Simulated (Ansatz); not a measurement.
# C2H4N+ (SMILES CC#[NH+]): one structure at several levels

Aim: energy, forces and dipole at a structure displaced at random from a GFN2-xTB minimum, from CCSD(T) and from density functionals.

The runs use Ansatz 0.2.0, Gaussian basis; single points in def2-TZVPP.

Correlated methods freeze the cores.

## Step 1: The system as given

7 atoms, charge 1, spin multiplicity 1.

Atoms are counted from 1 here; the program's logs count them from 0.

Bond lengths: C1–C2 1.597 Å, C1–H4 1.182 Å, C1–H5 0.991 Å, C2–N3 1.059 Å, N3–H7 1.101 Å. Angles: C2–C1–H4 111.3°, C2–C1–H5 90.7°, H4–C1–H5 120.9°, C1–C2–N3 158.2°, C2–N3–H7 164.2°.

Coordinates:

```
C    -0.79270    0.60440   -0.28240
C     0.55180   -0.13010    0.17000
N     1.19850   -0.93050    0.42120
H    -1.56350   -0.16120   -0.74790
H    -0.27550    1.22090   -0.86130
H    -1.06770    1.56240    0.70480
H     1.95590   -1.56990    0.90020
```

## Step 2: CCSD(T)/def2-TZVPP

The input, run/in.yaml:

```yaml
crystal:
  periodic: [false, false, false]
  atoms:
    - {symbol: C, position_ang: [-0.792700, 0.604400, -0.282400]}
    - {symbol: C, position_ang: [0.551800, -0.130100, 0.170000]}
    - {symbol: N, position_ang: [1.198500, -0.930500, 0.421200]}
    - {symbol: H, position_ang: [-1.563500, -0.161200, -0.747900]}
    - {symbol: H, position_ang: [-0.275500, 1.220900, -0.861300]}
    - {symbol: H, position_ang: [-1.067700, 1.562400, 0.704800]}
    - {symbol: H, position_ang: [1.955900, -1.569900, 0.900200]}
basis:
  gaussian: {orbitals: def2-TZVPP}
total_charge: 1
correlation: {method: ccsd_t}
output: {forces: true}
```

The command line of these runs was not kept.

## Step 3: PBE0-D4/def2-TZVPP

Changes to run/in.yaml since step 2:

```diff
@@ -13,3 +13,3 @@
 total_charge: 1
-correlation: {method: ccsd_t}
-output: {forces: true}
+hamiltonian: {xc: pbe0, dispersion: d4}
+output: {forces: true, orbitals: {seedname: orbitals}}
```

## Step 4: wB97M-V/def2-TZVPP

Changes to run/in.yaml since step 3:

```diff
@@ -13,3 +13,3 @@
 total_charge: 1
-hamiltonian: {xc: pbe0, dispersion: d4}
-output: {forces: true, orbitals: {seedname: orbitals}}
+hamiltonian: {xc: {name: wB97M-V}}
+output: {forces: true}
```

## Step 5: r2SCAN-D4/def2-TZVPP

Changes to run/in.yaml since step 4:

```diff
@@ -13,3 +13,3 @@
 total_charge: 1
-hamiltonian: {xc: {name: wB97M-V}}
+hamiltonian: {xc: r2scan, dispersion: d4}
 output: {forces: true}
```

## Step 6: PBE-D4/def2-TZVPP

Changes to run/in.yaml since step 5:

```diff
@@ -13,3 +13,3 @@
 total_charge: 1
-hamiltonian: {xc: r2scan, dispersion: d4}
+hamiltonian: {xc: pbe, dispersion: d4}
 output: {forces: true}
```

## Step 7: B97M-V/def2-TZVPP

Changes to run/in.yaml since step 6:

```diff
@@ -13,3 +13,3 @@
 total_charge: 1
-hamiltonian: {xc: pbe, dispersion: d4}
+hamiltonian: {xc: {name: B97M-V}}
 output: {forces: true}
```

## Step 8: r2SCANh-D4/def2-TZVPP

Changes to run/in.yaml since step 7:

```diff
@@ -13,3 +13,3 @@
 total_charge: 1
-hamiltonian: {xc: {name: B97M-V}}
+hamiltonian: {xc: {name: r2SCANh}, dispersion: d4}
 output: {forces: true}
```

(Steps that only read results are left out.)

Before running it: what results should come out? Wanted: energy less free atoms, CCSD(T)/def2-TZVPP; RMS force component; RMS force error; HOMO and LUMO, PBE0-D4; T1 diagnostic.

The runs gave:

| quantity | value |
| --- | --- |
| energy less free atoms, CCSD(T)/def2-TZVPP | -408.0 kcal/mol |
| RMS force component | 5.596 to 6.001 eV/Å over the methods |
| RMS force error | PBE0-D4 0.336, wB97M-V 0.395, r2SCAN-D4 0.223, PBE-D4 0.220, B97M-V 0.344, r2SCANh-D4 0.328 eV/Å |
| HOMO and LUMO, PBE0-D4 | -16.14 and -6.96 eV |
| T1 diagnostic | 0.012 |

**Reading.** Against CCSD(T) the functionals' energies less atoms differ by -41.8 to -12.0 kcal/mol, PBE-D4 by -41.8 kcal/mol. A larger basis would deepen the CCSD(T) value, while the functionals are nearly converged already, so the order here is not reliable. For forces PBE-D4 does best and wB97M-V worst. Frozen-core CCSD(T) forces in triple zeta carry basis errors of their own, and this is one geometry, so small gaps rank nothing.
